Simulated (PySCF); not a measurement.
methanidylidynesulfanium (CS), SMILES [C-]#[S+]. The structure is a stationary point at B3LYP-D3(BJ)/def2-TZVPD.

These are B3LYP-D3(BJ)/def2-TZVPD (PySCF) values and carry that method's errors.

Harmonic wavenumbers (cm⁻¹): 1309. Rotational constants (GHz): 24.64 (linear); symmetry number 1.

Task: Work out the zero-point energy and the ideal-gas rigid-rotor harmonic-oscillator thermochemistry at 298.15 K and 1 atm.

Result: ZPE = ½ Σ hcν = ½ × 1309 cm⁻¹ = 7.83 kJ/mol. H − E(el) = 16.53 kJ/mol. Entropy in J/(mol K): translation 155.96, rotation 54.29, vibration 0.11, total 210.36. G − E(el) = -46.19 kJ/mol. Cp = 29.70 J/(mol K).
